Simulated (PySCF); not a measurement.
Structure problem from calculated spectra and properties.

Formula: CH2Cl2.

| Quantity | Value |
| --- | --- |
| UV, strongest line | among the 8 lowest singlet transitions: S8 at 8.13 eV (152 nm, f = 0.054) [TDDFT B3LYP/def2-SVPD] |
| NMR, other nuclei | isotropic shieldings of nuclei other than C and H, by class: 747 (2 Cl) ppm [GIAO PBE0/pcSseg-1] |
| Rotational structure | rotational constants A, B, C: 31.381, 3.345, 3.083 GHz [GFN2-xTB] |
| 1H NMR | chemical shifts (computed TMS as zero) by class: 5.59 (2 H) ppm [GIAO PBE0/pcSseg-1] |
| XPS | Cl2p3/2 206.7 (×2), C1s 294.2, Cl1s 2829.2 (×2) eV [ΔSCF SCAN, pcX-2 on the ionised atom, pcseg-1 elsewhere, spin-free X2C, 2p3/2 from a spin–orbit splitting computed afterwards within the 2p shell] |
| Polarisability | 43.0 au [B3LYP/def2-SVPD] |
| 13C NMR | chemical shifts (computed TMS as zero) by class: 69.6 (1 C) ppm [GIAO PBE0/pcSseg-1] |

Gas-phase values; electronic properties from PySCF, density fitting. Levels stand in brackets. Isolated species at its GFN2-xTB geometry, gas phase. NMR values are class means; diastereotopic atoms form classes of their own.

Question: Propose a structure and show how it fits.

Answer: Numbering: `[Cl:1][CH2:2][Cl:3]`. Its formula, CH2Cl2, gives 0 degrees of unsaturation, so no ring and no π bond. The one carbon: CCl2 carbon [C2] (69.6 ppm). All hydrogens form one class (5.59 ppm): methylene hydrogen. The other shieldings belong to: 747 ppm, alkyl chlorine [Cl1/Cl3]. The core levels belong to: Cl2p3/2 206.7 eV, alkyl chlorine [Cl1/Cl3]; C1s 294.2 eV, CCl2 carbon [C2]; Cl1s 2829.2 eV, alkyl chlorine [Cl1/Cl3]. The optimised geometry has point group C2v and is an asymmetric top. Structure: dichloromethane (`ClCCl`). The assignments are read from this structure; whether some other isomer fits the data as well wasn't checked. NMR values of atoms bound to several Cl lack the spin–orbit term that these neighbours bring.
